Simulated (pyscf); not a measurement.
Single points on ωB97X-D3(BJ)/def2-SVP structures (PySCF, gas phase).

**Question.** For the elementary gas-phase step Cl–Ti(Cl)(Cl)–SeH + hydrogen (H₂) -> H₂Se + Cl–TiH(Cl)–Cl (singlet surface; Se–Ti, H–H broken, H–Se, H–Ti formed), what barrier and reaction energy does ωB97M-D3(BJ)/def2-TZVP give, measured from the separated reactants?

**Answer.** ΔE‡ = 28.8 kcal/mol, ΔE = +22.5 kcal/mol. Zero-point energy shifts the barrier by +2.2 kcal/mol. It is a four-centre exchange, with an imaginary mode of 693i cm⁻¹. On the product side the descent ends in an adduct with a Se–Ti contact, 13.7 kcal/mol under the separated species and 12.3 kcal/mol under the saddle at ωB97X-D3(BJ)/def2-TZVP. What is counted as broken (Se–Ti) persists as a longer contact in the product adduct; parting that adduct is a step of its own. One saddle was located; it need not be the lowest between these sides. Elements up to Kr have no core potential and no relativistic terms here.
